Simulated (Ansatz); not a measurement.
# Si2P (quartet): from Hartree-Fock to the top rungs, cc-pVTZ

One table from this session's results is given with a row withheld; the runs are named, their logs left out.

Method: cc-pVTZ, core rule «outside noble gas», up to 15 orbitals frozen; program: Ansatz 0.2.0, Gaussian basis.

The runs, in order: UHF; CCSD(T) on ROHF; CCSD(T) on UHF; BCCD(T) on ROHF; CCSDT(Q) on ROHF; CCSDT(Q) on UHF; CASSCF and NEVPT2, 13 electrons in 12 orbitals.

6 further runs of the same task are left out: 1 for a known fault of the program, 5 set aside as unsound or not needed.

## What is computed

The geometry is a PBE0/def2-TZVP stationary point (not a proven minimum).

3 atoms, charge 0, spin multiplicity 4.

Atoms are counted from 1 here; the program's logs count them from 0.

Bond lengths: P1–Si2 2.102 Å, Si2–Si3 2.227 Å. Angles: P1–Si2–Si3 180.0°.

As a file:

```
P     0.0000    0.0000   -2.1439
Si    0.0000    0.0000   -0.0417
Si    0.0000    0.0000    2.1856
```

Set-up of the first run:

Input file in.yaml:

```yaml
crystal:
  periodic: [false, false, false]
  atoms:
    - {symbol: P, position_ang: [0.000000, 0.000000, -2.143900]}
    - {symbol: Si, position_ang: [0.000000, 0.000000, -0.041700]}
    - {symbol: Si, position_ang: [0.000000, 0.000000, 2.185600]}
basis:
  gaussian: {orbitals: cc-pVTZ}
magnetization: {spin_polarized: true, initial_magnetization: 3}
hamiltonian: {xc: hf}
output: {orbitals: {seedname: orbitals}}
```

Command:

```console
> ansatz run in.yaml --threads 1 --pin off --events-out ev --progress --plain --max-ram 4096MiB --backend cpu
```

Steps of the session up to this table: UHF; CCSD(T) on ROHF; CCSD(T) on UHF; BCCD(T) on ROHF; CCSDT(Q) on ROHF; CCSDT(Q) on UHF; CASSCF and NEVPT2, 13 electrons in 12 orbitals.

One of the session's tables, all rows but one given; the rest of the session is left out.

| method | from RCCSDT(Q) (kJ/mol) |
| --- | --- |
| ROHF | +960.8 |
| UHF | +920.6 |
| RMP2 | +173.0 |
| UMP2 | +194.5 |
| RCCSD | +74.3 |
| UCCSD | +71.6 |
| RCCSD(T) | ? |
| UCCSD(T) | +13.6 |
| BCCD(T) | +12.5 |
| RCCSDT | +5.9 |
| UCCSDT | +5.4 |
| RCCSDT(Q) | 0 |
| UCCSDT(Q) | -0.5 |
| CASSCF valence | +721.3 |
| NEVPT2 valence | +163.5 |

Q: Estimate the row for RCCSD(T) from the others.

**Answer.** from RCCSDT(Q) (kJ/mol): +12.4. In the column «from RCCSDT(Q) (kJ/mol)» it lies between RCCSDT (+5.9) and BCCD(T) (+12.5).

With the free atoms at the same levels and basis (separate runs), the atomisation energy is 5.052 eV at RCCSDT(Q), 4.991 eV at RCCSD(T), 4.974 eV at UCCSD(T), 2.422 eV at ROHF.

Caveats from the session: Restricted and unrestricted rows rest on different reference determinants; where their highest levels disagree by more than a few hundredths of an eV, they describe different states and don't form one ladder.
